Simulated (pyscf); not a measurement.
**F–BH–F (SMILES FBF), singlet**

Gas-phase minimum from PySCF at ωB97X-D3(BJ)/def2-SVP, one conformer. 

```xyz
4

F      0.9991     1.4815    -0.5523
B      0.2987     0.4004    -0.2701
F      0.4228    -0.1191     0.9355
H     -0.4291    -0.0977    -1.0876
```
Charge 0, spin multiplicity 1.

Bonded distances (Å): F1–B2 1.319, B2–F3 1.319, B2–H4 1.202. Bond angles (°): F1–B2–F3 117.9, F1–B2–H4 121.0, F3–B2–H4 121.0.

Properties at ωB97X-D3(BJ)/def2-SVP:

| Quantity | Result |
|---|---|
| Harmonic wavenumbers, unscaled | 546, 940, 1113, 1185, 1474, 2721 cm⁻¹ |
| Zero-point energy | 11.4 kcal/mol |
| Rotational symmetry number | 2 |
| Entropy of this conformer at 298 K and 1 atm, rigid rotor and harmonic oscillator, modes under 100 cm⁻¹ raised to 100 | 244.4 J/(mol K) |
| Dipole moment | 0.83 D |

Single-point totals, which compare only within one level (frozen core for MP2 and CC):

```
level                   total energy (hartree)
----------------------  ----------------------
ωB97X-D3(BJ)/def2-TZVP              -225.37724
PBE/def2-TZVP                       -225.11455
r²SCAN/def2-TZVP                    -225.24900
B3LYP-D3(BJ)/def2-TZVP              -225.35851
PBE0-D3(BJ)/def2-TZVP               -225.12138
M06-2X/def2-TZVP                    -225.27442
ωB97M-D3(BJ)/def2-TZVP              -225.39204
HF/def2-TZVPP                       -224.36554
MP2/def2-TZVPP                      -224.96140
CCSD/def2-TZVPP                     -224.96912
CCSD(T)/def2-TZVPP                  -224.98623
```

The CCSD(T) − MP2 part came from Ansatz, without density fitting, on the same reference.
